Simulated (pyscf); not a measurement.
HO–Al(OH)–F + H• → •O–Al(OH)–F + H₂ (hydrogen abstraction; doublet surface; H–O broken, H–H formed). PySCF, gas phase, ωB97X-D3(BJ)/def2-SVP geometries. Energies in eV from the separated reactants.

| level | barrier | reaction energy |
|---|---|---|
| ωB97X-D3(BJ)/def2-TZVP | 0.88 | +0.80 |
| r²SCAN/def2-TZVP | 0.68 | +0.74 |
| PBE0-D3(BJ)/def2-TZVP | 0.86 | +0.88 |
| M06-2X/def2-TZVP | 1.04 | +0.88 |
| ωB97M-D3(BJ)/def2-TZVP | 0.91 | +0.82 |
| HF/def2-TZVP | 1.07 | +0.38 |

At r²SCAN, PBE0-D3(BJ) this geometry lies under the product side: in single points on another level's saddle the reverse barrier vanishes, and the forward threshold there is about the reaction energy. This is the saddle that the search found; another between the same sides may lie lower. The angle at the transferred H is 152°.
